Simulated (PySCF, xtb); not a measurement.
ClH, SMILES Cl. Atoms are numbered in the order given.

```xyz
2

Cl     0.0000     0.0000    -0.0711
H      0.0000     0.0000     1.2083
```

Geometry: PBE0-D3(BJ)/def2-TZVPD.

The numbers are results of PySCF with C-PCM-ωB97X/def2-TZVPD, not measurements.

The values are the electrostatic part of the solvation free energy, E(continuum) − E(gas) at the gas-phase geometry, in a cavity of scaled van der Waals radii (PySCF's table); cavitation and dispersion terms are not included. In vacuum the orbital gap is 13.87 eV. The dipole moment in vacuum is 1.14 D.

Computed values in water (ε = 78.36), toluene (ε = 2.37), dichloromethane (ε = 8.93):
| solvent | ε | ΔG(elec) (kcal/mol) | dipole (D) | gap (eV) |
|---|---|---|---|---|
| water | 78.36 | -2.9 | 1.53 | 14.28 |
| toluene | 2.37 | -1.6 | 1.35 | 14.11 |
| dichloromethane | 8.93 | -2.6 | 1.48 | 14.24 |

For comparison, GFN2-xTB/ALPB(water) (xtb, at the GFN2-xTB geometry, all terms of that model) gives -7.9 kcal/mol.
